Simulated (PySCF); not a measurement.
Input of a run (PBE0-D3(BJ)/def2-SVP geometry optimisation, gas phase (PySCF 2.14.0)), started from a GFN2-xTB structure with every atom displaced at random (by about 0.01 Å):
```
{"job": {"xc": "PBE0", "basis": "def2-SVP", "d3": "d3bj", "grid": 1, "shake": 0.01, "kind": "geom"}, "charge": 0, "multiplicity": 1}
F     -1.823220     1.553460     0.051510
C     -1.466050     0.260130    -0.024610
C     -0.019060     0.128870    -0.005480
C      1.243480     0.595420     0.042020
F      2.042270     1.599980     0.095100
C      1.131250    -0.886490    -0.017970
H     -1.904120    -0.251300     0.835840
H     -1.858050    -0.137800    -0.959980
H      1.335100    -1.473880     0.892660
H      1.368830    -1.409320    -0.930150
```

Output (energies in Eh, forces in Eh/bohr):
```
step   0  E = -353.76063334  max force = 0.078669
step   1  E = -353.76328716  max force = 0.022039
step   2  E = -353.76589707  max force = 0.010911
step   3  E = -353.76714680  max force = 0.003029
step   4  E = -353.76719502  max force = 0.002262
step   5  E = -353.76720175  max force = 0.000630
step   6  E = -353.76720260  max force = 0.000266
optimisation converged
```

Summarise the run.

The energy falls by 0.179 eV over 7 energy and gradient evaluations, the largest force component goes from 0.0787 to 2.7e-04 Eh/bohr, and the atoms move by 0.032 Å rms after alignment. The bond that changes most is C3=C4 (fully substituted alkene carbon to vinylic C–F carbon), which shortens by 0.057 Å. Bonds longer at the end by more than 0.005 Å: 7 of 10; shorter: 2. Among the angles that change most is H7–C2–H8, from 111.2° to 107.3°. The energy never rose by more than 1e-6 Eh on the way. The first step brought 40 % of the lowering.

What are the final bond lengths?

F1–C2 1.366 Å, C2–C3 1.470 Å, C3=C4 1.290 Å, C4–F5 1.305 Å, C4–C6 1.467 Å, C3–C6 1.542 Å, C2–H7 1.106 Å, C2–H8 1.106 Å, C6–H9 1.104 Å, C6–H10 1.104 Å. Numbering counts from 1 in the input's order; the species is `FCC1=C(F)C1`.

The run used 104 basis functions and 49 SCF cycles in all. Time: 23 s wall; peak memory 0.43 GiB. Hardware: one thread, Arm Neoverse V2 (aarch64), shared host with 96 logical CPUs at a one-minute load of 54.

Whether it is a minimum is left open (no frequencies). One conformer, not necessarily the lowest.

Conformer computed: `[F:1][CH2:2][C:3]1=[C:4]([F:5])[CH2:6]1`: F1–C2–C3–C4 -2°.
